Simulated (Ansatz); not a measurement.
# AlBH₂ (triplet): RPA-PBE over vertical spin and charge gaps, 6-31G

Aim: run AlBH₂ (triplet) with these functionals over vertical spin and charge gaps, and hold them against the top wave-function level at the same points.

Method: 6-31G, all electrons in the functionals, frozen cores in the correlation of double hybrids and RPA; program: Ansatz 0.2.0, Gaussian basis.

The runs, in order: RPA-PBE, at charge 0, triplet; charge 0, singlet; charge 0, quintet; charge 1, doublet; charge 1, quartet.

21 further runs of the same task are left out: 8 that didn't finish, 13 set aside as unsound or not needed.

### 1 The system

The geometry is a PBE0/def2-TZVP stationary point (not a proven minimum).

4 atoms, charge 0, spin multiplicity 3.

Atoms are counted from 1 here; the program's logs count them from 0.

Bond lengths: B1–Al2 2.079 Å, Al2–H3 1.585 Å, Al2–H4 1.585 Å. Angles: B1–Al2–H3 117.0°, B1–Al2–H4 117.0°, H3–Al2–H4 125.9°.

No dispersion term is added.

The geometry shown and the zero of energy belong to the point charge 0, triplet. The yardstick, FCI, and other wave-function levels (R restricted, U unrestricted, valence and pair active spaces) come from earlier runs.

### 2 RPA-PBE, charge 0, triplet

Input file in.yaml:

```yaml
crystal:
  periodic: [false, false, false]
  atoms:
    - {symbol: B, position_ang: [0.000000, 0.000000, 1.551119]}
    - {symbol: Al, position_ang: [0.000000, 0.000000, -0.528209]}
    - {symbol: H, position_ang: [0.000000, -1.411327, -1.248716]}
    - {symbol: H, position_ang: [0.000000, 1.411327, -1.248716]}
basis:
  gaussian: {orbitals: 6-31G}
magnetization: {spin_polarized: true, initial_magnetization: 2}
hamiltonian: {xc: {name: PBE}}
correlation: {method: rpa, electrons: outside_noble_gas}
```

Command:

```console
$ ansatz run in.yaml --threads 1 --pin off --events-out ev --progress --plain --max-ram 2393MiB
```

After this run come: RPA-PBE, charge 0, singlet; RPA-PBE, charge 0, quintet; RPA-PBE, charge 1, doublet; RPA-PBE, charge 1, quartet.

**Question.** What will the summary of the whole plan be? Wanted: triplet to singlet, FCI; triplet to quintet, FCI; ionisation to the doublet cation, FCI; ionisation to the quartet cation, FCI; largest miss, RPA-PBE.

As calculated:

```
                             quantity                                            value
              triplet to singlet, FCI                                      71.2 kJ/mol
              triplet to quintet, FCI                                     354.9 kJ/mol
ionisation to the doublet cation, FCI                                     733.5 kJ/mol
ionisation to the quartet cation, FCI                                    1041.6 kJ/mol
                largest miss, RPA-PBE  -25.5 kJ/mol (ionisation to the quartet cation)
```

**Reading.** RPA-PBE strays by up to 25.5 kJ/mol, at ionisation to the quartet cation. RPA-PBE clearly breaks the spin symmetry at some points (⟨S²⟩ up to 0.94 above the pure value), so energy there is bought with a mixed spin. Functionals and the yardstick converge differently with the basis, so part of each miss in 6-31G is the basis.
